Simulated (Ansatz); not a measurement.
**How far each method lies from full CI for [H···H···H], doublet**

Geometry: a point of a hydrogen-transfer path between rigid fragments, not a stationary point.

```xyz
3

H     0.0000    0.0000   -0.8930
H     0.0000    0.0000    0.0740
H     0.0000    0.0000    0.8190
```

Basis cc-pVQZ; Ansatz 0.2.0. Correlated methods freeze the noble-gas cores, which leaves 3 electrons in 90 orbitals. R marks a restricted (for open shells ROHF) determinant, U an unrestricted one. Active spaces: valence = (3e, 3o) chosen from the atoms' valence shells.

Full CI is exact within this basis and frozen core; it isn't the basis-set limit.

For open shells CISD is restricted-active-space CI with the open shells as a complete middle space.

The UHF ⟨S²⟩ is 0.769, the T1 diagnostic (RCCSD) is 0.0341 and the largest doubles amplitude (RCCSD) is 0.056. The T1 diagnostic (UCCSD) is 0.0155.

```csv
level,E − E(full CI) (kcal/mol),share of correlation (%),wall time
RHF,36.39,0.00,–
UHF,32.43,10.88,–
RMP2,6.80,81.32,–
UMP2,6.69,81.60,–
CISD,0.36,99.00,2.8 s
RCCSD,0.40,98.90,–
UCCSD,0.35,99.05,–
RCCSD(T),0.06,99.82,13 s
UCCSD(T),0.06,99.83,13 s
BCCD(T),0.06,99.83,2.1 s
RCCSDT,0.00,100.00,39 s
UCCSDT,0.00,100.00,41 s
CASSCF (valence space),22.25,38.86,–
NEVPT2 (valence space),5.55,84.74,0.84 s
```

The correlation energy at full CI, counted from RHF, is -1.578 eV. That run took 6 s on 1 thread of Arm Neoverse V2, shared host over 96,147 determinants.

Times hold each run's SCF and search for its determinant on a shared host, so for small cases they say little of a method's own cost; they ran on 1 thread of Arm Neoverse V2.

The full-CI state has the irrep A1 of C2v, in the program's axes (one component, if the state is degenerate).

Natural occupations of full CI about the gap: 1.959 0.996 0.020 0.006 0.005 0.004 0.004 0.002 0.002 0.001; effectively unpaired electrons, Σ n²(2−n)², 1.01.
